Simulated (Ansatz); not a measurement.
## One elementary step

Start structure (C$_{2}$H$_{5}$Al, singlet), relaxed at PBE0-D4/def2-TZVP:

| atom | x (Å) | y (Å) | z (Å) |
| --- | --- | --- | --- |
| Al1 | -0.8500 | -0.7210 | -0.2789 |
| H2 | -0.8407 | -1.4118 | 1.1598 |
| H3 | -0.1363 | -1.4711 | -1.4888 |
| H4 | -1.9795 | 0.3544 | -0.6005 |
| C5 | 0.8848 | 1.0146 | -0.2618 |
| C6 | 0.9818 | 0.5781 | 0.8563 |
| H7 | 0.8502 | 1.4458 | -1.2376 |
| H8 | 1.0896 | 0.2110 | 1.8516 |

The step: C₂H₂ (C#C) + AlH₃ → C₂H₅Al ([CH2][CH][AlH2]); bonds formed: Al1–C5, H2–C6; bonds broken: Al1–H2. Program: Ansatz 0.2.0. Basis: def2-TZVPP and def2-QZVPP. Cores are frozen in the correlated methods. Extrapolation: Hartree–Fock as exp(−7.88 √X), correlation as X^−2.97. Energies below are by CCSD(T) at an estimated basis limit (MP2 extrapolated from triple and quadruple zeta, plus CCSD(T) − MP2 in triple zeta).

Q: What are the electronic barrier and the energy of the step, from the start structure to the end structure? (To be estimated.)

A: The calculation gives: Barrier 0.490 eV; step energy -1.612 eV (downhill); reverse barrier, their difference, 2.102 eV. Barrier and step energy count from the start structure, the reverse barrier from the end structure.

The saddle point: One imaginary mode of 670i cm⁻¹.
```json
{"pair": "Al1–C5", "start (Å)": "2.45", "saddle (Å)": "2.14", "end (Å)": "1.94"}
{"pair": "H2–C6", "start (Å)": "2.72", "saddle (Å)": "1.89", "end (Å)": "1.09"}
{"pair": "Al1–H2", "start (Å)": "1.60", "saddle (Å)": "1.64", "end (Å)": "2.96"}
```

Zero-point energy (harmonic, PBE0-D4): ZPE is 1.314 eV at the start and 1.317 eV at the saddle, so the barrier goes from 0.490 to 0.493 eV.

No T1 diagnostic of these runs exceeds 0.019.

Labels in which every atom is bracketed show which atoms are joined, not bond orders.

For scale, one of the runs: CCSD(T)/def2-TZVPP, 174 basis functions, launched by `ansatz run in.yaml --threads 2 --pin off --events-out ev --progress --plain --max-ram 4352MiB`. Time: 14 s of wall clock on 2 CPU threads of an AMD EPYC 7R13; the host was shared. Peak host memory: 1.5 GiB.
